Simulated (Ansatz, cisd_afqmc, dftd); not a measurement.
Species: C2H4S, charge 0, singlet. C2H4S (SMILES C1CS1).
B3LYP-D3(BJ)/def2-TZVP minimum from Ansatz (a quantum-chemistry and plane-wave program):
```xyz
7

C      0.0060    -0.7464    -0.7914
S     -0.0041     0.0076     0.8672
C      0.0015     0.7325    -0.8043
H     -0.9035    -1.2637    -1.0683
H      0.9212    -1.2581    -1.0598
H      0.9136     1.2450    -1.0816
H     -0.9112     1.2394    -1.0901
```
Charge 0, spin multiplicity 1.

Wanted: atomisation energy (electronic, to ground-state atoms), in kcal/mol. Radicals and triplets start from unrestricted determinants; spin-orbit coupling is neglected. Cores are frozen in correlated methods. Rows without X2C or -DK are non-relativistic. AFQMC is phaseless with a CISD trial state; ± is one standard error, without the phaseless bias. Outlying blocks are dropped, and bars are widened where a walk drifts. Over all cases where full CI ran beside it in this data, AFQMC minus full CI had a median of +0.1 mEh and passed +0.4 mEh in a tenth of the cases. CBS(X,Y): correlation extrapolated as X^-3, Hartree-Fock from the larger set (Q,5: extrapolated as (X+1)exp(-9√X)). A bracket is a step between two methods taken in the basis named. Functionals run without relativity, which enters their misses. Double hybrids freeze cores in their MP2 part. 'core' is core correlation in cc-pwCVTZ (1s frozen past Ne), 'X2C' scalar relativity in cc-pVTZ-DK, both at CCSD(T). Where a partner has so few electrons that a lower coupled-cluster level is exact, that level stands in.

```
level                                                                                               program  atomisation energy (kcal/mol)  difference against the last row
--------------------------------------------------------------------------------------  -------------------  -----------------------------  -------------------------------
HF/cc-pV(T+d)Z                                                                                       Ansatz                          452.4                           -174.5
HF/cc-pV(5+d)Z                                                                                       Ansatz                          453.4                           -173.5
B2PLYP-D4/def2-TZVPD                                                                         Ansatz + dftd4                          617.8                             -9.1
CCSD/CBS(cc-pV(Q+d)Z,cc-pV(5+d)Z)                                                                    Ansatz                          612.6                            -14.3
CCSDT(Q)/cc-pV(D+d)Z                                                                                 Ansatz                          576.2                            -50.7
AFQMC/CISD/cc-pV(T+d)Z                                                                           cisd_afqmc                    608.6 ± 0.3                            -18.3
CCSD(T)/CBS(cc-pV(Q+d)Z,cc-pV(5+d)Z) + [AFQMC/CISD - CCSD(T)]/cc-pV(T+d)Z + core + X2C  Ansatz + cisd_afqmc                    626.8 ± 0.3                             -0.1
CCSD(T)/CBS(cc-pV(Q+d)Z,cc-pV(5+d)Z) + [CCSDT(Q) - CCSD(T)]/cc-pV(D+d)Z + core + X2C                 Ansatz                          626.9                              0.0
```
